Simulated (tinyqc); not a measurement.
UKS/PBE in the sto-3g basis, for H2O+, spin multiplicity 2, step by step. One step of it, computed by the program tinyqc.

Task: Iteration 2: building the Kohn-Sham matrix. J_ij = sum D_kl (ij|kl) with D = D(alpha) + D(beta); F = H + J + V_xc; E = tr D H + tr D J / 2 + E_xc + E_nn.

D(alpha) after iteration 1, lower triangle:
```
            1O 1s      1O 2s    1O 2px     1O 2py    1O 2pz      2H 1s     3H 1s
1O 1s    1.063379
1O 2s   -0.275954   1.214907
1O 2px   0.000000   0.000000  1.000000
1O 2py  -0.000276   0.001336  0.000000   0.383354
1O 2pz  -0.000681  -0.010457  0.000000  -0.000822  0.360547
2H 1s    0.037723  -0.225228  0.000000   0.105780  0.091727   0.608483
3H 1s    0.037871  -0.226974  0.000000  -0.107200  0.092355  -0.000354  0.606305
```

D(beta) after iteration 1, lower triangle:
```
            1O 1s      1O 2s    1O 2px     1O 2py    1O 2pz      2H 1s     3H 1s
1O 1s    1.063387
1O 2s   -0.276020   1.215457
1O 2px   0.000000   0.000000  0.000000
1O 2py  -0.000300   0.001427  0.000000   0.377863
1O 2pz  -0.000809  -0.009100  0.000000  -0.000784  0.356420
2H 1s    0.037907  -0.226683  0.000000   0.100804  0.087251   0.617692
3H 1s    0.038047  -0.228428  0.000000  -0.102281  0.087880  -0.002141  0.615626
```

core Hamiltonian H = T + V (hartree), lower triangle:
```
             1O 1s      1O 2s     1O 2px     1O 2py     1O 2pz      2H 1s      3H 1s
1O 1s   -32.443998
1O 2s    -7.547257  -9.071342
1O 2px    0.000000   0.000000  -7.237268
1O 2py    0.000081   0.000961   0.000000  -7.307654
1O 2pz   -0.011329  -0.141442   0.000000   0.000501  -7.288635
2H 1s    -0.808364  -2.080441   0.000000  -1.225801  -1.078555  -4.010479
3H 1s    -0.823012  -2.110401   0.000000   1.241052  -1.091895  -0.697536  -4.029473
```

Two-electron integrals (ij|kl) in chemists' order, unique and non-zero (hartree):
```
(11|11) 4.785065    (21|11) 0.741380    (21|21) 0.136873    (22|11) 1.118947
(22|21) 0.256633    (22|22) 0.817206    (31|31) 0.024477    (32|31) 0.037809
(32|32) 0.180518    (33|11) 1.115814    (33|21) 0.256684    (33|22) 0.817023
(33|33) 0.880159    (41|41) 0.024477    (42|41) 0.037809    (42|42) 0.180518
(43|43) 0.047444    (44|11) 1.115814    (44|21) 0.256684    (44|22) 0.817023
(44|33) 0.785270    (44|44) 0.880159    (51|51) 0.024477    (52|51) 0.037809
(52|52) 0.180518    (53|53) 0.047444    (54|54) 0.047444    (55|11) 1.115814
(55|21) 0.256684    (55|22) 0.817023    (55|33) 0.785270    (55|44) 0.785270
(55|55) 0.880159    (61|11) 0.079512    (61|21) 0.014574    (61|22) 0.027215
(61|33) 0.027164    (61|41) 0.000488    (61|42) 0.000927    (61|44) 0.027254
(61|51) 0.000417    (61|52) 0.000792    (61|54) 0.000077    (61|55) 0.027230
(61|61) 0.001570    (62|11) 0.223545    (62|21) 0.052047    (62|22) 0.187386
(62|33) 0.184025    (62|41) 0.002945    (62|42) 0.024029    (62|44) 0.189745
(62|51) 0.002516    (62|52) 0.020525    (62|54) 0.004886    (62|55) 0.188198
(62|61) 0.005660    (62|62) 0.056577    (63|31) 0.005063    (63|32) 0.030843
(63|43) 0.004786    (63|53) 0.004089    (63|63) 0.007461    (64|11) 0.132389
(64|21) 0.031188    (64|22) 0.119956    (64|33) 0.114742    (64|41) 0.006584
(64|42) 0.045103    (64|44) 0.127743    (64|51) 0.001299    (64|52) 0.012180
(64|54) 0.007017    (64|55) 0.117243    (64|61) 0.003515    (64|62) 0.044102
(64|64) 0.041478    (65|11) 0.113088    (65|21) 0.026641    (65|22) 0.102467
(65|33) 0.098014    (65|41) 0.001299    (65|42) 0.012180    (65|44) 0.100942
(65|51) 0.006173    (65|52) 0.041248    (65|54) 0.007288    (65|55) 0.108328
(65|61) 0.003003    (65|62) 0.037672    (65|64) 0.029058    (65|65) 0.032283
(66|11) 0.408785    (66|21) 0.096663    (66|22) 0.401287    (66|33) 0.386874
(66|41) 0.006133    (66|42) 0.071127    (66|44) 0.411621    (66|51) 0.005238
(66|52) 0.060757    (66|54) 0.021139    (66|55) 0.404931    (66|61) 0.010558
(66|62) 0.163596    (66|64) 0.145858    (66|65) 0.124593    (66|66) 0.774606
(71|11) 0.080956    (71|21) 0.014838    (71|22) 0.027708    (71|33) 0.027656
(71|41) -0.000498   (71|42) -0.000945   (71|44) 0.027749    (71|51) 0.000426
(71|52) 0.000808    (71|54) -0.000079   (71|55) 0.027724    (71|61) 0.001577
(71|62) 0.005599    (71|64) 0.003226    (71|65) 0.002975    (71|66) 0.010395
(71|71) 0.001628    (72|11) 0.226896    (72|21) 0.052824    (72|22) 0.190096
(72|33) 0.186687    (72|41) -0.002991   (72|42) -0.024364   (72|44) 0.192488
(72|51) 0.002555    (72|52) 0.020815    (72|54) -0.004955   (72|55) 0.190921
(72|61) 0.005581    (72|62) 0.045168    (72|64) 0.024667    (72|65) 0.029207
(72|66) 0.104240    (72|71) 0.005849    (72|72) 0.058135    (73|31) 0.005147
(73|32) 0.031323    (73|43) -0.004858   (73|53) 0.004150    (73|63) 0.005734
(73|73) 0.007679    (74|11) -0.134141   (74|21) -0.031600   (74|22) -0.121476
(74|33) -0.116189   (74|41) 0.006690    (74|42) 0.045766    (74|44) -0.129376
(74|51) -0.001318   (74|52) -0.012340   (74|54) 0.007116    (74|55) -0.118723
(74|61) -0.003210   (74|62) -0.024606   (74|64) -0.008105   (74|65) -0.015650
(74|66) -0.053277   (74|71) -0.003627   (74|72) -0.045232   (74|74) 0.042502
(75|11) 0.114602    (75|21) 0.026997    (75|22) 0.103782    (75|33) 0.099265
(75|41) -0.001318   (75|42) -0.012340   (75|44) 0.102231    (75|51) 0.006273
(75|52) 0.041865    (75|54) -0.007392   (75|55) 0.109730    (75|61) 0.002961
(75|62) 0.029173    (75|64) 0.015665    (75|65) 0.024327    (75|66) 0.073101
(75|71) 0.003099    (75|72) 0.038644    (75|74) -0.029750   (75|75) 0.033096
(76|11) 0.067587    (76|21) 0.015906    (76|22) 0.063047    (76|33) 0.061473
(76|41) 1.38e-06    (76|42) 0.000019    (76|44) 0.062569    (76|51) 0.001141
(76|52) 0.011502    (76|54) 4.43e-06    (76|55) 0.065028    (76|61) 0.001714
(76|62) 0.019507    (76|64) 0.013341    (76|65) 0.014647    (76|66) 0.062316
(76|71) 0.001745    (76|72) 0.019747    (76|74) -0.013462   (76|75) 0.014803
(76|76) 0.008937    (77|11) 0.411153    (77|21) 0.097220    (77|22) 0.403402
(77|33) 0.388842    (77|41) -0.006196   (77|42) -0.071717   (77|44) 0.413836
(77|51) 0.005293    (77|52) 0.061270    (77|54) -0.021354   (77|55) 0.407085
(77|61) 0.010268    (77|62) 0.103291    (77|64) 0.052885    (77|65) 0.072553
(77|66) 0.271349    (77|71) 0.010814    (77|72) 0.166291    (77|74) -0.147957
(77|75) 0.126405    (77|76) 0.062316    (77|77) 0.774606
```

nuclear repulsion = 6.90243625 hartree

V_xc(alpha) (hartree), lower triangle:
```
            1O 1s      1O 2s     1O 2px     1O 2py     1O 2pz      2H 1s      3H 1s
1O 1s   -3.083046
1O 2s   -0.413259  -0.758841
1O 2px   0.000000   0.000000  -0.786921
1O 2py  -0.000021  -0.000079   0.000000  -0.737527
1O 2pz  -0.000113  -0.009011   0.000000   0.000198  -0.731623
2H 1s   -0.044737  -0.168790   0.000000  -0.109642  -0.096047  -0.473957
3H 1s   -0.045549  -0.171326   0.000000   0.111110  -0.097362  -0.055426  -0.474212
```

V_xc(beta) (hartree), lower triangle:
```
            1O 1s      1O 2s     1O 2px     1O 2py     1O 2pz      2H 1s      3H 1s
1O 1s   -3.066387
1O 2s   -0.401506  -0.688226
1O 2px   0.000000   0.000000  -0.637039
1O 2py  -0.000022  -0.000113   0.000000  -0.706618
1O 2pz  -0.000110  -0.009153   0.000000   0.000208  -0.700514
2H 1s   -0.043583  -0.158357   0.000000  -0.107034  -0.093865  -0.472594
3H 1s   -0.044374  -0.160725   0.000000   0.108458  -0.095149  -0.053675  -0.472788
```

E_xc = sum of w rho eps_xc = -8.36413921 hartree

Give: Coulomb J; F(alpha); F(beta); total energy of this density.

Result:

Coulomb J (hartree), lower triangle:
```
          1O 1s   1O 2s  1O 2px   1O 2py  1O 2pz   2H 1s   3H 1s
1O 1s   15.6545
1O 2s    2.8774  6.9323
1O 2px   0.0000  0.0000  6.9044
1O 2py   0.0001  0.0004  0.0000   6.9452
1O 2pz   0.0124  0.1449  0.0000  -0.0004  6.9239
2H 1s    0.3073  1.6248  0.0000   1.0531  0.9316  3.9214
3H 1s    0.3128  1.6478  0.0000  -1.0659  0.9432  0.5738  3.9332
```

F(alpha) (hartree), lower triangle:
```
           1O 1s    1O 2s   1O 2px   1O 2py   1O 2pz    2H 1s    3H 1s
1O 1s   -19.8725
1O 2s    -5.0831  -2.8979
1O 2px    0.0000   0.0000  -1.1198
1O 2py    0.0002   0.0013   0.0000  -1.1000
1O 2pz    0.0010  -0.0055   0.0000   0.0003  -1.0963
2H 1s    -0.5458  -0.6245   0.0000  -0.2823  -0.2430  -0.5631
3H 1s    -0.5557  -0.6339   0.0000   0.2863  -0.2461  -0.1791  -0.5705
```

F(beta) (hartree), lower triangle:
```
           1O 1s    1O 2s   1O 2px   1O 2py   1O 2pz    2H 1s    3H 1s
1O 1s   -19.8559
1O 2s    -5.0714  -2.8273
1O 2px    0.0000   0.0000  -0.9699
1O 2py    0.0002   0.0012   0.0000  -1.0691
1O 2pz    0.0010  -0.0057   0.0000   0.0003  -1.0652
2H 1s    -0.5447  -0.6140   0.0000  -0.2797  -0.2409  -0.5617
3H 1s    -0.5545  -0.6233   0.0000   0.2837  -0.2439  -0.1774  -0.5691
```

total energy of this density = -74.083100 hartree

This density is a damped mixture and is not idempotent.
